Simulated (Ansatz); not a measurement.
# H₂S (triplet): the correlation ladder at distance H1–H2 along a hydrogen transfer = 0.916 Å, 6-31G

How much of the correlation energy of H₂S (triplet) does each wave-function method recover here?

Program: Ansatz 0.2.0, Gaussian basis. Level of theory: 6-31G, core rule «outside noble gas», up to 5 orbitals frozen. These are calculated values, not measurements.

To be run: UHF; CCSD(T) on ROHF; CCSD(T) on UHF; BCCD(T) on ROHF; CISD; CCSDT(Q) on ROHF; CCSDT(Q) on UHF; CISDTQ; CCSDTQ on ROHF; CCSDTQ on UHF; CASSCF and MRCISD+Q, 4 electrons in 4 orbitals; CASSCF and NEVPT2, 4 electrons in 4 orbitals; CASSCF and MRCISD+Q, 8 electrons in 6 orbitals; CASSCF and NEVPT4(SD), 8 electrons in 6 orbitals; CASSCF and NEVPT2, 8 electrons in 6 orbitals; Full CI.

7 further runs of the same task are left out: 6 that didn't finish, 1 set aside as unsound or not needed.

### 1 The system

The geometry derives from fragments relaxed apart (PBE0/def2-TZVP) and kept rigid, so it is no stationary point. A hydrogen atom is moved between rigid fragments.

3 atoms, charge 0, spin multiplicity 3.

Atoms are counted from 1 here; the program's logs count them from 0.

No contacts short enough for the rule that draws bonds.

As a file:

```xyz
3
charge 0, multiplicity 3
H     0.0000    0.0000   -1.2130
H     0.0000    0.0000   -0.2970
S     0.0000    0.0000    1.5100
```

### 2 UHF

in.yaml reads:

```yaml
crystal:
  periodic: [false, false, false]
  atoms:
    - {symbol: H, position_ang: [0.000000, 0.000000, -1.213000]}
    - {symbol: H, position_ang: [0.000000, 0.000000, -0.297000]}
    - {symbol: S, position_ang: [0.000000, 0.000000, 1.510000]}
basis:
  gaussian: {orbitals: 6-31G}
magnetization: {spin_polarized: true, initial_magnetization: 2}
hamiltonian: {xc: hf}
output: {orbitals: {seedname: orbitals}}
```

Run with:

```console
ansatz run in.yaml --threads 1 --pin off --events-out ev --progress --plain --max-ram 2393MiB
```

Further steps of the session: CCSD(T) on ROHF; CCSD(T) on UHF; BCCD(T) on ROHF; CISD; CCSDT(Q) on ROHF; CCSDT(Q) on UHF; CISDTQ; CCSDTQ on ROHF; CCSDTQ on UHF; CASSCF and MRCISD+Q, 4 electrons in 4 orbitals; CASSCF and NEVPT2, 4 electrons in 4 orbitals; CASSCF and MRCISD+Q, 8 electrons in 6 orbitals; CASSCF and NEVPT4(SD), 8 electrons in 6 orbitals; CASSCF and NEVPT2, 8 electrons in 6 orbitals; Full CI.

Q: Predict the results of all the runs planned. Wanted: FCI below the RHF energy; RMP2 from FCI; UMP2 from FCI; RCCSD from FCI; RCCSD(T) from FCI; UCCSD(T) from FCI; RCCSDT(Q) from FCI; UCCSDT(Q) from FCI; NEVPT2 pair from FCI.

**Answer**, as computed:

| quantity | value |
| --- | --- |
| FCI below the RHF energy | -1.6051 eV |
| RMP2 from FCI | +45.0 kJ/mol |
| UMP2 from FCI | +42.2 kJ/mol |
| RCCSD from FCI | +1.4 kJ/mol |
| RCCSD(T) from FCI | +0.3 kJ/mol |
| UCCSD(T) from FCI | +0.3 kJ/mol |
| RCCSDT(Q) from FCI | 0.0 kJ/mol |
| UCCSDT(Q) from FCI | 0.0 kJ/mol |
| NEVPT2 pair from FCI | +21.9 kJ/mol |
| MRCISD+Q pair from FCI | +1.1 kJ/mol |
| NEVPT2 valence from FCI | +27.2 kJ/mol |
| levels within 1 kcal/mol (43 meV) | RCCSD, UCCSD, RCCSD(T), UCCSD(T), BCCD(T), RCCSDT, UCCSDT, CISDTQ, RCCSDT(Q), UCCSDT(Q), RCCSDTQ, UCCSDTQ, MRCISD pair, MRCISD+Q pair, MRCISD valence, MRCISD+Q valence |
| T1 diagnostic | 0.024 |
| effectively unpaired electrons | 2.02 |

What this shows: RCCSD(T) lands +0.3 kJ/mol from the yardstick (0.2 % of the correlation energy). One determinant dominates. Of the multireference levels listed MRCISD+Q valence comes nearest in total energy (+1.0 kJ/mol), which doesn't show that its space is the better one. These misses are within one basis, not against nature; the frozen cores of restricted and unrestricted runs differ, which can shift their rows.
